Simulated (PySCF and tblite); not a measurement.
Values are calculated unless marked as measured or tabulated.
Stationary points of C3H4FN at PBE0-D3(BJ)/def2-SVP, in Å:

Structure A

```
 1 C     1.299   -0.018    0.357
 2 C     0.244   -0.576   -0.237
 3 F     0.354   -1.767   -0.829
 4 C    -1.126   -0.028   -0.345
 5 N    -1.575    1.065    0.113
 6 H     2.264   -0.525    0.370
 7 H     1.209    0.955    0.840
 8 H    -1.812   -0.686   -0.904
 9 H    -0.844    1.586    0.612
```

Structure B

```
 1 C     1.390   -0.120    0.338
 2 C     0.315   -0.639   -0.251
 3 F     0.356   -1.819   -0.874
 4 C    -1.040   -0.012   -0.304
 5 N    -1.335    1.082    0.189
 6 H     2.351   -0.637    0.338
 7 H     1.284    0.848    0.828
 8 H    -1.765   -0.666   -0.852
 9 H    -1.557    1.964    0.589
```

Structure C

```
 1 C     1.490    0.039   -0.289
 2 C     0.330   -0.608   -0.199
 3 F     0.236   -1.915   -0.464
 4 C    -0.966   -0.020    0.187
 5 N    -1.083    1.209    0.478
 6 H     2.404   -0.477   -0.583
 7 H     1.503    1.105   -0.059
 8 H    -1.794   -0.753    0.192
 9 H    -2.053    1.429    0.719
```

Geometries: PBE0-D3(BJ)/def2-SVP; energies: PBE0/pcSseg-2 + D3(BJ); zero-point and thermal terms from GFN2-xTB harmonic modes (soft modes blended into free rotors).

Task: Which structure is a saddle point, and along which motion?

Result: B: one imaginary mode (1120i cm⁻¹ at GFN2-xTB, mostly on H9, N5), along the planar inversion at N5 (torsion C2–C4–N5–H from 0° to 180°).

Task: Give their symmetry and energies above the lowest.

Result: A Cs, 1.5 kcal/mol; B Cs, 26.5 kcal/mol; C Cs, 0.0 kcal/mol.

In real samples N–H and O–H hydrogens exchange between molecules, which also interchanges these forms.
